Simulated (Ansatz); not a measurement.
# CH4+ (doublet): the correlation ladder at distance C1–H4 = 1.001 Å, 6-31G

Aim: climb from Hartree-Fock through coupled cluster and multireference methods for CH4+ (doublet) at one geometry and basis, and see what each rung misses.

Program: Ansatz 0.2.0, Gaussian basis. Level of theory: 6-31G, core rule «outside noble gas», up to 1 orbitals frozen. These are calculated values, not measurements.

The runs, in order: UHF; CCSD(T) on ROHF; CCSD(T) on UHF; BCCD(T) on ROHF; CISD; CCSDT(Q) on ROHF; CCSDT(Q) on UHF; CISDTQ; CCSDTQ on ROHF; CCSDTQ on UHF; CASSCF and MRCISD+Q, 3 electrons in 3 orbitals; CASSCF and NEVPT2, 3 electrons in 3 orbitals; CASSCF and MRCISD+Q, 7 electrons in 8 orbitals; CASSCF and NEVPT4(SD), 7 electrons in 8 orbitals; CASSCF and NEVPT2, 7 electrons in 8 orbitals; Full CI.

19 further runs of the same task are left out: 16 that didn't finish, 3 set aside as unsound or not needed.

### Step 1. The system

The geometry derives from a PBE0/def2-TZVP stationary point (not a proven minimum). One bond is set to the value named and the two fragments are kept rigid.

5 atoms, charge 1, spin multiplicity 2.

Atoms are counted from 1 here; the program's logs count them from 0.

Bond lengths: C1–H2 1.120 Å, C1–H3 1.120 Å, C1–H4 1.001 Å, C1–H5 1.120 Å. Angles: H2–C1–H3 96.2°, H2–C1–H4 96.2°, H2–C1–H5 141.6°, H3–C1–H4 141.6°, H3–C1–H5 96.2°, H4–C1–H5 96.2°.

### Step 2. UHF

in.yaml reads:

```yaml
crystal:
  periodic: [false, false, false]
  atoms:
    - {symbol: C, position_ang: [-0.002422, 0.004990, -0.005035]}
    - {symbol: H, position_ang: [0.362228, 0.754982, 0.742945]}
    - {symbol: H, position_ang: [-0.376621, -0.740054, 0.743173]}
    - {symbol: H, position_ang: [-0.326089, 0.671787, -0.677808]}
    - {symbol: H, position_ang: [0.369348, -0.746182, -0.748311]}
basis:
  gaussian: {orbitals: 6-31G}
total_charge: 1
magnetization: {spin_polarized: true, initial_magnetization: 1}
hamiltonian: {xc: hf}
output: {orbitals: {seedname: orbitals}}
```

On the command line:

```bash
$ ansatz run in.yaml --threads 1 --pin off --events-out ev --progress --plain --max-ram 2393MiB
```

The runs that follow: CCSD(T) on ROHF; CCSD(T) on UHF; BCCD(T) on ROHF; CISD; CCSDT(Q) on ROHF; CCSDT(Q) on UHF; CISDTQ; CCSDTQ on ROHF; CCSDTQ on UHF; CASSCF and MRCISD+Q, 3 electrons in 3 orbitals; CASSCF and NEVPT2, 3 electrons in 3 orbitals; CASSCF and MRCISD+Q, 7 electrons in 8 orbitals; CASSCF and NEVPT4(SD), 7 electrons in 8 orbitals; CASSCF and NEVPT2, 7 electrons in 8 orbitals; Full CI.

**Question.** What will the summary of the whole plan be? Wanted: FCI below the RHF energy; RMP2 from FCI; UMP2 from FCI; RCCSD from FCI; RCCSD(T) from FCI; UCCSD(T) from FCI; RCCSDT(Q) from FCI; UCCSDT(Q) from FCI; NEVPT2 pair from FCI.

The runs gave:

```
                         quantity                                                                                                                                                             value
         FCI below the RHF energy                                                                                                                                                        -2.7691 eV
                    RMP2 from FCI                                                                                                                                                      +54.5 kJ/mol
                    UMP2 from FCI                                                                                                                                                      +54.7 kJ/mol
                   RCCSD from FCI                                                                                                                                                       +4.7 kJ/mol
                RCCSD(T) from FCI                                                                                                                                                       +1.1 kJ/mol
                UCCSD(T) from FCI                                                                                                                                                       +1.1 kJ/mol
               RCCSDT(Q) from FCI                                                                                                                                                        0.0 kJ/mol
               UCCSDT(Q) from FCI                                                                                                                                                        0.0 kJ/mol
             NEVPT2 pair from FCI                                                                                                                                                      +49.3 kJ/mol
           MRCISD+Q pair from FCI                                                                                                                                                       +0.6 kJ/mol
          NEVPT2 valence from FCI                                                                                                                                                      +16.6 kJ/mol
levels within 1 kcal/mol (43 meV)  RCCSD(T), UCCSD(T), BCCD(T), RCCSDT, UCCSDT, CISDTQ, RCCSDT(Q), UCCSDT(Q), RCCSDTQ, UCCSDTQ, MRCISD+Q pair, NEVPT4(SD) valence, MRCISD valence, MRCISD+Q valence
                    T1 diagnostic                                                                                                                                                             0.008
   effectively unpaired electrons                                                                                                                                                              1.02
```

RCCSD(T) lands +1.1 kJ/mol from the yardstick (0.4 % of the correlation energy). One determinant dominates. Of the multireference levels listed MRCISD+Q valence comes nearest in total energy (+0.5 kJ/mol), which doesn't show that its space is the better one. These misses are within one basis, not against nature; the frozen cores of restricted and unrestricted runs differ, which can shift their rows.
